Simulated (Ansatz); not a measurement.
1T (CdI2-type) CdI₂

These are PBE0 (PAW; Ansatz, a program for electronic structure) values and carry that method's errors.

Settings: plane-wave cutoff 460 eV, 9×9×4 k mesh (along the axes of the cell as run), Fermi–Dirac smearing 0.01 eV, scalar-relativistic PAW data made under PBE.

Cell: measured lattice: a = 4.2440 Å, b = 4.2440 Å, c = 6.8590 Å, α = 90.00°, β = 90.00°, γ = 120.00°.

For 1T (CdI2-type) CdI₂, the band gap comes out as 3.99 eV and the smallest direct gap on the k points sampled is 4.32 eV.

Note: cell and atoms aren't relaxed at this level (pressure 1.0 GPa).

Spin–orbit coupling is not included; with these elements it can move the gap by several tenths of an eV or more.

Static lattice: no zero-point or thermal effects.

Cost on a shared machine: roughly 9 core-minutes.
